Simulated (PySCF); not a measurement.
Bond curve of AlSi

Set-up: PySCF, no relativity, basis sets Al def2-TZVPP, Si def2-TZVPP. Energies in eV from Al + Si in their ground configurations at the same level. All curves are PBE0. state 1: ⁴Σ⁻ (quartet), unpaired electrons σ ↑, π ↑↑; state 2: Ms = 0.5 determinant of mixed spin (⟨S²⟩ near 1.8), unpaired electrons σ ↓, π ↑↑, a second solution, started from another occupation; state 3: Ms = 0.5 determinant of mixed spin (⟨S²⟩ near 1.8), unpaired electrons σ ↑, π ↑↓, a mixture of terms (⟨Lz²⟩ = 2.0), a second solution, started from another occupation; state 4: ²Π (doublet), unpaired electrons π ↑, a second solution, started from another occupation.

```json
{"R (Å)": "2.081", "state 1": "-1.995", "state 2": "-1.781", "state 3": "-1.670", "state 4": "-1.386"}
{"R (Å)": "2.178", "state 1": "-2.359", "state 2": "-2.138", "state 3": "-2.036", "state 4": "-1.557"}
{"R (Å)": "2.275", "state 1": "-2.556", "state 2": "-2.326", "state 3": "-2.233", "state 4": "-1.590"}
{"R (Å)": "2.347", "state 1": "-2.626", "state 2": "-2.386", "state 3": "-2.301", "state 4": "-1.552"}
{"R (Å)": "2.420", "state 1": "-2.644", "state 2": "-2.395", "state 3": "-2.317", "state 4": "-1.478"}
{"R (Å)": "2.493", "state 1": "-2.625", "state 2": "-2.365", "state 3": "-2.295", "state 4": "-1.378"}
{"R (Å)": "2.589", "state 1": "-2.556", "state 2": "-2.282", "state 3": "-2.221", "state 4": "-1.225"}
{"R (Å)": "2.710", "state 1": "-2.424", "state 2": "-2.133", "state 3": "-2.083", "state 4": "-1.028"}
{"R (Å)": "2.856", "state 1": "-2.226", "state 2": "-1.919", "state 3": "-1.879", "state 4": "-0.808"}
{"R (Å)": "3.049", "state 1": "-1.936", "state 2": "-1.617", "state 3": "-1.583", "state 4": "-0.564"}
```

Question: Put a parabola through the three lowest points of the state 1 curve and estimate Re, k and ωe (reduced mass 13.74 u; 1 eV/Å² = 0.16022 mdyn/Å; ωe = 1302.8·√(k/μ) cm⁻¹).

Answer: Through R = 2.347, 2.42, 2.493 Å the second-order coefficient is 3.47 eV/Å², so Re ≈ 2.419 Å, k ≈ 1.11 mdyn/Å and ωe ≈ 371 cm⁻¹. A polynomial fit of higher order to the unrounded PBE0 energies gives Re = 2.416 Å, k = 1.17 mdyn/Å, ωe = 380 cm⁻¹; anharmonicity and rounding make the difference.

The higher-order fit for each curve: state 1: Re = 2.416 Å, ωe = 380 cm⁻¹, De = 2.64 eV; state 2: Re = 2.397 Å, ωe = 397 cm⁻¹, minimum 2.40 eV below the ground-state fragments; state 3: Re = 2.411 Å, ωe = 387 cm⁻¹, minimum 2.32 eV below the ground-state fragments; state 4: Re = 2.255 Å, ωe = 460 cm⁻¹, minimum 1.59 eV below the ground-state fragments.

⟨S²⟩ of the unrestricted solution departs from its pure value on part of the curve, where spin states mix. The state was picked by a PBE0 search and need not be the measured ground state.
